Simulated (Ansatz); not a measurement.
## Pulling the pair apart

The pair of H₂O (SMILES O, atoms 1–3) and H₂S (SMILES S, atoms 4–6), both closed shells, in one local arrangement (a lower one may exist), relaxed at PBE0-D4/def2-TZVP:

O1  (-0.118, 0.168, -1.383)
H2  (0.630, 0.574, -1.828)
H3  (-0.328, -0.616, -1.895)
S4  (0.349, -0.390, 2.008)
H5  (0.125, -0.142, 0.701)
H6  (-0.659, 0.405, 2.397)
(Å)

H₂S is shifted rigidly along the line between the mean atom positions of the two fragments (negative: closer). Counterpoise interaction energies in kJ/mol. Program: Ansatz 0.2.0. Basis: def2-TZVPPD. Cores are frozen in the correlated methods. B3LYP uses VWN-RPA correlation.

| shift (Å) | B3LYP-D4 | PBE0-D4 | wB97M-V |
| --- | --- | --- | --- |
| -0.35 | -3.2 | -5.9 | -1.6 |
| -0.17 | -9.1 | -10.9 | -8.0 |
| 0.00 | -11.1 | -12.3 | -10.3 |
| 0.17 | -11.0 | -12.1 | -10.6 |
| 0.42 | -9.6 | -10.5 | -9.4 |
| 0.87 | -6.4 | -7.1 | -6.4 |
| 1.73 | -2.8 | -3.2 | -3.0 |
| 3.47 | -0.8 | -0.9 | -0.9 |

(1) What does CCSD(T) give at these shifts? (Judge from chemistry; the value comes from the calculation.)

T1 diagnostic: at most 0.011.

Results:

(1) By the calculation: 0.7, -6.4, -9.2, -9.9, -9.0, -6.4, -2.9, -0.9 kJ/mol. For zero shift, CCSD(T) at an estimated basis limit (MP2 extrapolated from triple and quadruple zeta, plus CCSD(T) − MP2 in triple zeta) gives -10.6 kJ/mol. These are counterpoise interaction energies, counted from the two frozen fragments.

For scale, one of the runs: CCSD(T)/def2-TZVPPD, 159 basis functions (an equivalent command: `ansatz run in.yaml --threads 2`). The run took 11 s on 2 CPU threads (shared host), with 1.2 GiB of host memory at its peak.
